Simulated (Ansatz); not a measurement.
**Molecular dynamics, step by step**

CH₆BF, singlet, BHLYP-D4/def2-SVP (Ansatz 0.2.0). Settings (timestep in fs, temperature in K; T counts 21 degrees of freedom):

```yaml
hamiltonian: {xc: {name: BHLYP}, dispersion: d4}
md: {n_steps: 80, timestep: 0.5, temperature: 100, ensemble: nve, seed: 910, initial_velocities: maxwell_boltzmann}
```

Start, the saddle point found with PBE0-D4 in triple zeta (not stationary at another level):

```xyz
9
angstrom
B -0.6364 0.3278 -0.5130
F 0.5198 0.3178 -1.6748
H -0.9150 1.4684 -0.2997
H -1.4743 -0.4576 -0.8363
H 0.7666 -0.0436 -0.6276
C 0.3712 -0.3086 0.7110
H 1.1703 0.3005 1.1411
H -0.4644 -0.2437 1.4162
H 0.6622 -1.3611 0.6831
```

```json
{"step": "0", "time (fs)": "0.00", "potential energy less the start (meV)": "0.0", "kinetic energy (meV)": "90.5", "T (K)": "100"}
{"step": "5", "time (fs)": "2.50", "potential energy less the start (meV)": "47.7", "kinetic energy (meV)": "43.2", "T (K)": "48"}
{"step": "10", "time (fs)": "5.00", "potential energy less the start (meV)": "60.1", "kinetic energy (meV)": "30.8", "T (K)": "34"}
{"step": "15", "time (fs)": "7.50", "potential energy less the start (meV)": "48.4", "kinetic energy (meV)": "42.5", "T (K)": "47"}
{"step": "20", "time (fs)": "10.00", "potential energy less the start (meV)": "32.5", "kinetic energy (meV)": "58.2", "T (K)": "64"}
{"step": "25", "time (fs)": "12.50", "potential energy less the start (meV)": "52.7", "kinetic energy (meV)": "38.2", "T (K)": "42"}
{"step": "30", "time (fs)": "15.00", "potential energy less the start (meV)": "50.6", "kinetic energy (meV)": "40.2", "T (K)": "44"}
{"step": "35", "time (fs)": "17.50", "potential energy less the start (meV)": "55.3", "kinetic energy (meV)": "35.5", "T (K)": "39"}
{"step": "40", "time (fs)": "20.00", "potential energy less the start (meV)": "52.8", "kinetic energy (meV)": "38.1", "T (K)": "42"}
{"step": "45", "time (fs)": "22.50", "potential energy less the start (meV)": "1.0", "kinetic energy (meV)": "89.7", "T (K)": "99"}
{"step": "50", "time (fs)": "25.00", "potential energy less the start (meV)": "-34.7", "kinetic energy (meV)": "125.7", "T (K)": "139"}
{"step": "55", "time (fs)": "27.50", "potential energy less the start (meV)": "-123.6", "kinetic energy (meV)": "214.7", "T (K)": "237"}
{"step": "60", "time (fs)": "30.00", "potential energy less the start (meV)": "-282.7", "kinetic energy (meV)": "372.8", "T (K)": "412"}
{"step": "65", "time (fs)": "32.50", "potential energy less the start (meV)": "-463.0", "kinetic energy (meV)": "552.9", "T (K)": "611"}
{"step": "70", "time (fs)": "35.00", "potential energy less the start (meV)": "-549.9", "kinetic energy (meV)": "640.8", "T (K)": "708"}
{"step": "75", "time (fs)": "37.50", "potential energy less the start (meV)": "-697.8", "kinetic energy (meV)": "787.2", "T (K)": "870"}
{"step": "80", "time (fs)": "40.00", "potential energy less the start (meV)": "-667.5", "kinetic energy (meV)": "759.3", "T (K)": "839"}
```

Step 35, positions (Å) and forces (eV/Å):

| atom | x | y | z | Fx | Fy | Fz |
| --- | --- | --- | --- | --- | --- | --- |
| B1 | -0.625 | 0.341 | -0.535 | -0.326 | -0.527 | 0.911 |
| F2 | 0.508 | 0.313 | -1.664 | 0.366 | 0.204 | -0.620 |
| H3 | -0.905 | 1.478 | -0.303 | -0.086 | 0.017 | -0.144 |
| H4 | -1.432 | -0.509 | -0.800 | -0.035 | 0.305 | -0.145 |
| H5 | 0.797 | 0.021 | -0.675 | 0.274 | -0.286 | 0.171 |
| C6 | 0.379 | -0.308 | 0.720 | -0.875 | -0.266 | -0.981 |
| H7 | 1.160 | 0.278 | 1.166 | 0.455 | 0.325 | 0.432 |
| H8 | -0.505 | -0.288 | 1.356 | 0.004 | 0.161 | 0.415 |
| H9 | 0.635 | -1.369 | 0.657 | 0.223 | 0.067 | -0.038 |

Step 40, positions (Å) and forces (eV/Å):

```tsv
atom	x	y	z	Fx	Fy	Fz
B1	-0.628	0.339	-0.533	-0.245	0.017	1.228
F2	0.510	0.313	-1.663	0.302	0.259	-0.968
H3	-0.905	1.487	-0.309	-0.037	-0.170	-0.153
H4	-1.426	-0.491	-0.799	-0.375	-0.058	-0.281
H5	0.774	0.019	-0.695	0.716	-0.390	0.334
C6	0.378	-0.310	0.717	-0.927	0.091	-0.778
H7	1.155	0.287	1.162	0.421	0.292	0.300
H8	-0.492	-0.282	1.370	-0.045	0.072	0.402
H9	0.652	-1.362	0.663	0.189	-0.113	-0.085
```

Step 70, positions (Å) and forces (eV/Å):

| atom | x | y | z | Fx | Fy | Fz |
| --- | --- | --- | --- | --- | --- | --- |
| B1 | -0.678 | 0.306 | -0.408 | 0.072 | 0.365 | 0.377 |
| F2 | 0.556 | 0.315 | -1.695 | 2.025 | -1.097 | 0.906 |
| H3 | -0.927 | 1.483 | -0.350 | 0.049 | -0.044 | 0.128 |
| H4 | -1.517 | -0.362 | -0.922 | -0.133 | -0.384 | 0.028 |
| H5 | 1.180 | -0.123 | -1.081 | -1.459 | 1.133 | -1.756 |
| C6 | 0.308 | -0.287 | 0.703 | -0.072 | 0.182 | 1.059 |
| H7 | 1.159 | 0.390 | 0.994 | -0.728 | -0.513 | -0.262 |
| H8 | -0.326 | -0.376 | 1.613 | 0.363 | 0.098 | -0.255 |
| H9 | 0.702 | -1.313 | 0.572 | -0.118 | 0.259 | -0.224 |

Last step (80):

```
9
angstrom
B -0.7056 0.2953 -0.3382
F 0.5900 0.3113 -1.7179
H -0.9179 1.4725 -0.3186
H -1.5265 -0.3794 -0.9370
H 1.3296 -0.0874 -1.4428
C 0.2659 -0.2728 0.7218
H 1.0908 0.4027 0.8480
H -0.2135 -0.4377 1.6848
H 0.6574 -1.2621 0.4513
```

Hardware: 2 CPU threads of an Intel Xeon Platinum 8259CL, shared host. Wall time about 2.4 min.
